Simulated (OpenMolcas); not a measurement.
BClO (boron chloride oxide): methods side by side

BClO has 3 atoms, charge 0, and is taken as a singlet. SMILES: `O=BCl`. Geometry: relaxed at GFN2-xTB.

```xyz
3

O     1.0196    0.6062    0.6270
B     0.1131    0.0666    0.0695
Cl   -1.1326   -0.6728   -0.6965
```

Each level gives the energy change with the B2–Cl3 bond stretched from 1.639 to 2.868 Å (eV). The values are calculated.

| level | kind | program | value (eV) | less FCI/STO-3G |
| --- | --- | --- | --- | --- |
| PBE/STO-3G (restricted) | GGA | OpenMolcas | 4.46 | +0.64 |
| r2SCAN/STO-3G (restricted) | meta-GGA | OpenMolcas | 4.73 | +0.91 |
| B3LYP/STO-3G (restricted) | global hybrid | OpenMolcas | 4.65 | +0.83 |
| PBE0/STO-3G (restricted) | global hybrid | OpenMolcas | 5.03 | +1.21 |
| B2PLYP/STO-3G (restricted) | double hybrid | OpenMolcas | 4.73 | +0.91 |
| MP2/STO-3G (restricted) | perturbation theory | OpenMolcas | 4.84 | +1.02 |
| ACPF/STO-3G (restricted) | coupled cluster or CI | OpenMolcas | 3.05 | -0.77 |
| CISD/STO-3G (restricted) | coupled cluster or CI | OpenMolcas | 4.46 | +0.64 |
| FCI/STO-3G | exact in the basis | OpenMolcas | 3.82 | 0.00 |

FCI/STO-3G is exact within its basis and frozen core, so for wave-function methods in that basis the difference is their error; functionals converge differently with the basis, so for them it is only a difference. The first shape isn't each level's own minimum. The values span 3.05 to 5.03 eV. All rows use very small basis sets, so even the best lies far from the true value.
